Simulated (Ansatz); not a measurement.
Molecular dynamics of AlH₄NO

Input:

```yaml
crystal:
  periodic: [false, false, false]
  atoms:
    - { symbol: Al, position_ang: [0.051813, -0.028642, -0.056337] }
    - { symbol: H, position_ang: [-0.044218, 0.49277, 1.435506] }
    - { symbol: "N", position_ang: [1.58663, 0.020599, -0.926898] }
    - { symbol: H, position_ang: [1.725021, -0.292209, -1.881101] }
    - { symbol: H, position_ang: [2.457131, 0.370547, -0.544064] }
    - { symbol: O, position_ang: [-1.288959, -0.660169, -0.90091] }
    - { symbol: H, position_ang: [-2.174018, -0.749596, -0.547696] }
basis:
  gaussian: { orbitals: def2-SVP }
hamiltonian:
  xc: pbe0
  dispersion: d4
md:
  timestep: 0.5
  n_steps: 300
  ensemble: nvt_langevin
  temperature: 400.0
  initial_velocities: maxwell_boltzmann
  seed: 285843
  friction: 0.05
  temperature_schedule:
    - { n_steps: 75, end_temperature: 400.0 }
    - { n_steps: 225, end_temperature: 1200.0 }
```

Launched with:

```bash
$ ansatz run input.yaml --threads 1 --pin off --max-ram 2048MiB --backend cpu --events-out ev --progress --plain --runs-dir out
```

It starts from a relaxed structure.

Output, in part (step lines, the closing report, with atoms numbered from 0):

```
md step     0: t =     0.00 fs  T =   342.9 K (target 400.0 K)  F+E_penalty+E_count = -10189.44999203 eV  E_kin = 0.310224 eV  (21 SCF iters)
[... lines left out ...]
Total energy: -10188.85670354 eV, -374.4335775999 hartree
Atom 0 at    -0.065250     0.143953    -0.385645 Å, force     0.912238     0.644279     1.799495 eV/Å
Atom 1 at    -0.669308     1.024636     0.880388 Å, force     0.591598    -0.296895    -0.568894 eV/Å
Atom 2 at     1.688675    -0.144327    -0.717115 Å, force    -1.612216     0.814290     1.933144 eV/Å
Atom 3 at     1.852858    -0.231396    -1.705570 Å, force     1.261363     0.100930    -0.113106 eV/Å
Atom 4 at     2.311092     0.314758    -0.011100 Å, force    -0.073633    -0.577537    -1.822225 eV/Å
Atom 5 at    -1.234216    -0.718336    -1.189905 Å, force    -0.338597    -0.775832    -0.503600 eV/Å
Atom 6 at    -1.742243    -0.384836    -1.908466 Å, force    -0.740753     0.090765    -0.724814 eV/Å
Dipole moment:     0.164262     0.313945    -0.375475 e Å
```

The steps, from the saved trajectory:

```
time (fs)  T (K)  potential energy less start (eV)
      0.0    343                             0.000
      5.0    304                             0.072
     10.0    394                             0.074
     15.0    287                             0.138
     20.0    233                             0.150
     25.0    365                             0.150
     30.0    399                             0.115
     35.0    445                             0.222
     40.0    334                             0.384
     45.0    327                             0.325
     50.0    676                             0.323
     55.0    507                             0.411
     60.0    621                             0.526
     65.0    745                             0.234
     70.0    493                             0.334
     75.0    442                             0.297
     80.0    510                             0.465
     85.0    405                             0.542
     90.0    802                             0.438
     95.0    728                             0.184
    100.0    414                             0.322
    105.0    471                             0.395
    110.0    922                             0.427
    115.0    606                             0.826
    120.0    898                             0.674
    125.0   1138                             0.522
    130.0   1410                             0.601
    135.0   1035                             0.936
    140.0   1309                             0.685
    145.0   1058                             0.572
    150.0   1349                             0.593
```

All steps were run. The schedule's set-point averaged 933 K over the second half and the system 799 K. A run of 0.15 ps of so small a system gives no equilibrium averages.

The same pairs are bonded in the first frame and the last. Pairs count as bonded within 1.25 times the sum of covalent radii (0.12 Å more for H–H).

Last frame:

```xyz
7
Properties=species:S:1:pos:R:3
Al -0.065 0.144 -0.386
H -0.669 1.025 0.880
N 1.689 -0.144 -0.717
H 1.853 -0.231 -1.706
H 2.311 0.315 -0.011
O -1.234 -0.718 -1.190
H -1.742 -0.385 -1.909
```

Run time: 7.8 min on 1 thread of Arm Neoverse V1, on a shared host, peak memory 0.12 GiB.
